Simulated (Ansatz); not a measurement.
Reaction: NaCl (SMILES [Na][Cl]) → Na (doublet) + Cl (doublet) (the Cl-Na bond breaks)
Each species at its own B3LYP-D3(BJ)/def2-TZVP minimum (Ansatz, a program for electronic structure).

Quantity: bond dissociation energy (electronic), in kcal/mol. Open shells are spin-unrestricted; no spin-orbit coupling. Correlated methods leave the cores frozen. No relativity. CBS(X,Y): correlation extrapolated as X^-3, Hartree-Fock from the larger set. A bracket is a step between two methods taken in the basis named. Double hybrids freeze cores in their MP2 part. Full CI freezes restricted core orbitals, also for open shells; the composite that ends in it estimates full CI at the basis-set limit. For partners of very few electrons the exact lower level stands in for a higher one.

CCSD(T)/CBS(def2-TZVPP,def2-QZVPP) + [CCSDT(Q) - CCSD(T)]/def2-QZVPP + [FCI - CCSDT(Q)]/def2-SVP (Ansatz) gives 99.8 kcal/mol.

What does PBE/def2-TZVPD (Ansatz) give here, and how do the other levels compare?

PBE gives 94.4 kcal/mol, 5.4 kcal/mol below it. Differences of the others: r2SCAN/def2-TZVPD (Ansatz) -2.5; PBE0/def2-TZVPD (Ansatz) -6.2; wB97M-V/def2-TZVPD (Ansatz) -1.6; B2PLYP/def2-TZVPD (Ansatz) -5.4; CCSD(T)/CBS(def2-TZVPP,def2-QZVPP) (Ansatz) 0.0 kcal/mol. Nearer than PBE: r2SCAN/def2-TZVPD, wB97M-V/def2-TZVPD, CCSD(T)/CBS(def2-TZVPP,def2-QZVPP).
